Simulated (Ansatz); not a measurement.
Results of LDA (PAW; Ansatz, a program for electronic structure) for hcp Re.

Run with plane-wave cutoff 520 eV, 30×30×14 k mesh (along the axes of the cell as run), Fermi–Dirac smearing 0.06 eV (set by the program), no spin polarisation, scalar-relativistic PAW data made under PBE.

Computed at the level's own relaxed cell.

Hill averages of the elastic tensor: K = 405.1 GPa, G = 194.7 GPa. Volume 14.331 Å³/atom, mean atomic mass 186.207 u.

Problem. Work out the density, the sound velocities of a polycrystal and the elastic Debye temperature, and Pugh's ratio at this level.

Solution. ρ = 1.66054 × 186.207/14.331 = 21.576 g/cm³. v_l = √[(K + 4G/3)/ρ] = 5.550 km/s and v_t = √(G/ρ) = 3.004 km/s. The mean follows from 3/v_m³ = 1/v_l³ + 2/v_t³: v_m = 3.352 km/s. Θ_D = (ħ/k_B) v_m (6π²/V)^(1/3) = 76.38 K Å s/km × 3.352 × 1.6047 Å⁻¹ = 411 K, counting all atoms of the cell. K/G = 2.08, to be set beside Pugh's rough bound of 1.75 between brittle and ductile metals.
